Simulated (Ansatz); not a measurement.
A made-up structure of CH3S2 (charge +1), closed shell:

C1  (-0.252, 0.073, -0.381)
S2  (1.126, -1.126, -0.548)
S3  (-0.169, -0.482, 0.943)
H4  (-1.114, -0.359, -0.486)
H5  (-0.049, 1.205, -0.612)
H6  (0.457, 0.690, 1.084)
(Å)

It is relaxed with PBE-D4/def2-SVP and then PBE0-D4/def2-TZVP (Ansatz 0.2.0). Atoms count as bonded within 1.22 times the sum of their covalent radii (H–H: 0.88 Å). The end point is not checked to be a true minimum.

**Question.** Does its bonding change? (A judgement: the text doesn't fix the answer.)

**Answer.** Computed: No: no bond forms or breaks.

Where it ends: The first stage lowers the energy by 5.08 eV in 8 steps. It ends as CH₃S₂ ([CH2]1[S][SH]1), total charge +1:
```
atom    x (Å)    y (Å)    z (Å)
  C1  -0.3490   0.0510  -0.5443
  S2   1.0570  -1.0399  -0.4846
  S3   0.0202  -0.4223   1.1653
  H4  -1.2918  -0.3698  -0.8827
  H5  -0.1671   1.0984  -0.7687
  H6   0.7306   0.6826   1.5152
```

Labels in which every atom is bracketed show which atoms are joined, not bond orders.

For scale, one of the runs: PBE0-D4/def2-TZVP relaxation, 123 basis functions, launched by `ansatz run in.yaml --threads 2 --pin off --events-out ev --progress --plain --max-ram 4352MiB`. The run took about 9.5 s on 2 CPU threads of an Intel Xeon Platinum 8488C (shared host).
